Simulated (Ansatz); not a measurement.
Compare A (`C=CN=C`) with its isomer B (`CCC#N`).

Gas-phase electronic energies from Ansatz, PBE0-D4/def2-TZVP geometries. CBS: MP2 limit from def2 TZ/QZ plus the TZ coupled-cluster correction, frozen cores. DFT in def2-TZVPP. Each species was taken in one conformer, which may not be the lowest.

Task: Which isomer does CCSD(T)/CBS put lower? Give the gap. (An estimate is asked.)

Result: The calculation gave: B, by 114.9 kJ/mol.

Task: Give E(B) − E(A) in kJ/mol with LDA (SPW92), CCSD(T)/def2-TZVPP, PBE0-D4, HF/def2-TZVPP, PBE-D4, r2SCAN-D4, MP2/def2-TZVPP. (Best estimate.)

Result: Computed: LDA (SPW92) -86.3, CCSD(T)/def2-TZVPP -119.4, PBE0-D4 -105.2, HF/def2-TZVPP -125.4, PBE-D4 -96.7, r2SCAN-D4 -104.3, MP2/def2-TZVPP -134.8. None reverses the order clearly.

Task: Does the order hold for the free energy at 298.15 K (harmonic terms from PBE0-D4)? (Best estimate.)

Result: Computed: Yes: G(B) − G(A) = -112.8 kJ/mol, for one conformer each.

Largest T1 diagnostic: 0.012.

At CCSD(T), def2-SVP lies −6.8 kJ/mol from the extrapolated value and def2-TZVPP −4.6 kJ/mol. From r2SCAN to r2SCAN0 (25 % exact exchange), in def2-TZVPP and without D4, E(B) − E(A) moves by −5.3 kJ/mol.
